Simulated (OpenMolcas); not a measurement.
# CH5B− (SMILES [BH2-]C) at UAPF/ANO-L-MB (RICD fitting, population LoProp)

What is the electrostatic solvation energy at fixed shape (PCM, methylenechloride) of CH5B− at UAPF/ANO-L-MB (RICD fitting, population LoProp)? 

The calculation is run with OpenMolcas 26.06.

6 further runs of the same task are left out: 3 that didn't finish, 3 set aside as unsound or not needed.

## 1. Starting point

CH5B−: 7 atoms, total charge -1, spin state doublet. As SMILES, `[BH2-]C`. Geometry: relaxed at GFN2-xTB.

Bond lengths: B1–C2 1.642 Å, B1–H3 1.245 Å, B1–H4 1.245 Å, C2–H5 1.102 Å, C2–H6 1.114 Å, C2–H7 1.102 Å. Angles: B1–C2–H5 112.7°, B1–C2–H6 114.9°, B1–C2–H7 112.6°, C2–B1–H3 113.3°, C2–B1–H4 113.3°, H5–C2–H6 104.9°, H5–C2–H7 105.8°, H6–C2–H7 104.9°, H3–B1–H4 112.0°.

## 2. Energy and one-electron properties at UAPF/ANO-L-MB (RICD fitting, population LoProp)

Input file job.inp:

```
* CH5B Kohn-Sham DFT
&GATEWAY
Coord
7
angstrom
B       -0.367620      -0.876680       0.296410
C        0.129860       0.657930      -0.010930
H        0.566410      -1.652080       0.572900
H       -1.111250      -1.340120      -0.587590
H        0.713810       1.090030       0.817870
H        0.779370       0.770230      -0.909000
H       -0.710590       1.350700      -0.179660
Basis
ANO-L-MB
Group
NoSym
RICD
aCD
&SEWARD
&SCF
UHF
Charge
-1
Spin
2
KSDFT
HYB_GGA_XC_APF
PrOrbitals
1 2
&LOPROP
NoField
```

Started as:

```bash
$ export MOLCAS_MEM=1860
$ pymolcas job.inp > job.log
```

The program printed:

```text
--- Start Module: gateway ---
[...]
--- Stop Module: gateway /rc=_RC_ALL_IS_WELL_ ---
[...]
      Basis functions           15
[...]
--- Start Module: scf ---
[...]
       Convergence after  12 Iterations
[...]
::    Total KS-DFT energy                             -65.7622023295
[...]
      Total spin, S                                     0.5010257971
[...]
      Total electronic charge=   17.000000
      Total            charge=   -1.000000
[...]
      Dipole Moment (debye):
      Origin of the operator (angstrom)=   -0.0802   -0.0548    0.1014
                   X=  1.1957E+00               Y=  3.8918E+00               Z= -6.8643E-01           Total=  4.1288E+00
      Center of Charge (angstrom)
[...]
--- Stop Module: scf /rc=_RC_ALL_IS_WELL_ ---
[...]
--- Start Module: loprop ---
[...]
--- Stop Module: loprop /rc=_RC_ALL_IS_WELL_ ---
[...]
```

It took 3.6 s on 1 thread of Intel Xeon 6975P-C (Granite Rapids), shared host.

Atomic charges (e):

```tsv
atom	Mulliken	program's own
B1	-0.542	-0.668
C2	-0.894	-0.602
H3	-0.027	-0.030
H4	-0.027	-0.030
H5	+0.164	+0.111
H6	+0.163	+0.109
H7	+0.164	+0.111
```

## 3. Energy and one-electron properties at UAPF/ANO-L-MB (RICD fitting, PCM methylenechloride, population LoProp)

Input file job.inp:

```
&GATEWAY
  Coord
  7
  angstrom
  B       -0.367620      -0.876680       0.296410
  C        0.129860       0.657930      -0.010930
  H        0.566410      -1.652080       0.572900
  H       -1.111250      -1.340120      -0.587590
  H        0.713810       1.090030       0.817870
  H        0.779370       0.770230      -0.909000
  H       -0.710590       1.350700      -0.179660
  Basis
  ANO-L-MB
  Group
  NoSym
  RICD
  aCD
  RF-Input
  PCM-Model
  Solvent=methylenechloride
  End of RF-Input

&SEWARD

&SCF
  UHF
  Charge
  -1
  Spin
  2
  KSDFT
  HYB_GGA_XC_APF
  PrOrbitals
  1 2

&LOPROP
  NoField
```

Started as:

```bash
$ export MOLCAS_MEM=1860
$ pymolcas job.inp > job.log
```

The program printed:

```text
--- Start Module: gateway ---
[...]
--- Stop Module: gateway /rc=_RC_ALL_IS_WELL_ ---
[...]
      Basis functions           15
[...]
--- Start Module: scf ---
[...]
       Convergence after  12 Iterations
[...]
::    Total KS-DFT energy                             -65.8446270605
[...]
      Total spin, S                                     0.5009814925
[...]
      Total electronic charge=   17.000000
      Total            charge=   -1.000000
[...]
      Dipole Moment (debye):
      Origin of the operator (angstrom)=   -0.0802   -0.0548    0.1014
                   X=  1.3365E+00               Y=  4.2921E+00               Z= -7.9022E-01           Total=  4.5643E+00
      Center of Charge (angstrom)
[...]
--- Stop Module: scf /rc=_RC_ALL_IS_WELL_ ---
[...]
--- Start Module: loprop ---
[...]
--- Stop Module: loprop /rc=_RC_ALL_IS_WELL_ ---
[...]
```

It took 4.5 s on 1 thread of Intel Xeon 6975P-C (Granite Rapids), shared host.

Atomic charges (e):

```tsv
atom	Mulliken	program's own
B1	-0.580	-0.697
C2	-0.928	-0.626
H3	-0.030	-0.033
H4	-0.028	-0.031
H5	+0.188	+0.129
H6	+0.190	+0.129
H7	+0.187	+0.128
```

## 4. What came out

Level: UAPF/ANO-L-MB (RICD fitting, population LoProp).

```
                                                  quantity         value
                                   gas phase: total energy  -65.76220 Eh
             gas phase: HOMO energy (highest over α and β)       1.11 eV
              gas phase: LUMO energy (lowest over α and β)       5.34 eV
                                           gas phase: ⟨S²⟩         0.752
                      PCM, methylenechloride: total energy  -65.84463 Eh
PCM, methylenechloride: HOMO energy (highest over α and β)      -3.68 eV
 PCM, methylenechloride: LUMO energy (lowest over α and β)       0.53 eV
                              PCM, methylenechloride: ⟨S²⟩         0.752
          energy change from gas to solvent at fixed shape     -2.243 eV
```

The solvent model (PCM, methylenechloride) lowers the energy by 2.24 eV (−216 kJ/mol) at the same shape. It holds the electrostatic part alone, without cavity or dispersion terms. The HOMO (gas phase) lies at positive energy, 1.11 eV; only total energies tell whether the electron is bound. Mulliken charges (PCM, methylenechloride) run from -0.93 on C2 to +0.19 on H6.
